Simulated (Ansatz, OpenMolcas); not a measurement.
# AlH (SMILES [AlH]): the energy, rung by rung

The species is AlH (2 atoms), meant as a singlet with charge 0. As SMILES, `[AlH]`. Geometry: relaxed at PBE0-D4/def2-TZVP.

```
atom   x (Å)   y (Å)    z (Å)
  Al  0.0000  0.0000  -0.0256
   H  0.0000  0.0000   1.6391
```

Each level gives the energy change with the Al1–H2 bond stretched from 1.665 to 3.330 Å (eV). The values are calculated.

```json
{"level": "HF/3-21G (restricted)", "kind": "Hartree–Fock", "program": "Ansatz", "value (eV)": "3.25", "less FCI/3-21G": "+1.20"}
{"level": "PBE/3-21G (restricted)", "kind": "GGA", "program": "Ansatz", "value (eV)": "2.45", "less FCI/3-21G": "+0.40"}
{"level": "M06-2X/3-21G (restricted)", "kind": "hybrid meta-GGA", "program": "OpenMolcas", "value (eV)": "2.89", "less FCI/3-21G": "+0.84"}
{"level": "wB97M-V/3-21G (restricted)", "kind": "range-separated hybrid", "program": "Ansatz", "value (eV)": "2.94", "less FCI/3-21G": "+0.89"}
{"level": "CASPT2(2,2)/3-21G", "kind": "multireference", "program": "OpenMolcas", "value (eV)": "2.03", "less FCI/3-21G": "-0.02"}
{"level": "MRCI(2,2)/3-21G", "kind": "multireference", "program": "OpenMolcas", "value (eV)": "2.03", "less FCI/3-21G": "-0.02"}
{"level": "ACPF/3-21G (restricted)", "kind": "coupled cluster or CI", "program": "OpenMolcas", "value (eV)": "1.94", "less FCI/3-21G": "-0.11"}
{"level": "CCSDTQ/3-21G (restricted)", "kind": "coupled cluster or CI", "program": "Ansatz", "value (eV)": "2.05", "less FCI/3-21G": "0.00"}
{"level": "FCI/3-21G", "kind": "exact in the basis", "program": "Ansatz", "value (eV)": "2.05", "less FCI/3-21G": "0.00"}
```

FCI/3-21G is exact within its basis and frozen core, so for wave-function methods in that basis the difference is their error; functionals converge differently with the basis, so for them it is only a difference. Spin-restricted single references rise too steeply as a bond breaks, Hartree–Fock most of all. The first shape isn't each level's own minimum. The values span 1.94 to 3.25 eV. All rows use very small basis sets, so even the best lies far from the true value.
